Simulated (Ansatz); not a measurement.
```yaml
crystal:
  periodic: [false, false, false]
  atoms:
    - {symbol: O, position_ang: [1.650020, -0.548985, 0.846113]}
    - {symbol: Na, position_ang: [-1.650020, 0.548985, -0.846113]}
basis:
  gaussian: {orbitals: 6-31G}
magnetization: {spin_polarized: true, initial_magnetization: 1}
hamiltonian: {xc: {name: LC-wPBE}}
scf: {lower_state_search: off}
```

```sh
$ ansatz run in.yaml --threads 2 --pin off --events-out ev --progress --plain --max-ram 32768MiB --backend cpu
```

It prints (some lines left out):

```
Functional definition: LC-wPBE
207 factors; integrals over basis functions are off by at most 4.5e-4 eV
137 factors; integrals over basis functions are off by at most 3.2e-5 eV
mean field evaluation 1: about -6450.4368 eV, gradient 2.8e1 eV
mean field evaluation 2: about -6321.6447 eV, gradient 9.9e1 eV
mean field evaluation 4: about -6454.2515 eV, gradient 4.6e0 eV
mean field evaluation 8: about -6454.2242 eV, gradient 4.7e0 eV
mean field evaluation 16: about -6454.9636 eV, gradient 9.3e-3 eV
mean field -6454.96362525 eV, -237.2155378964 hartree, gradient 3.0e-6 eV, S^2 1.512689; 0 other end points of the search recorded, 0 dependent functions left out
reference -6454.96362526 eV, -237.2155378967 hartree; 10, 9 occupied and 12, 13 virtual orbitals, 207 factors
Total energy: -6454.96362526 eV, -237.2155378967 hartree
Checks for a lower state left out: stability, starts, cluster_reference, orbital_swaps, neighbouring_geometries, increment
```

Question: What is wrong with this run?

Answer: The coordinates are in bohr but typed as ångström. The calculation finished and met its thresholds. The result belongs to that input, not to the molecule as meant.
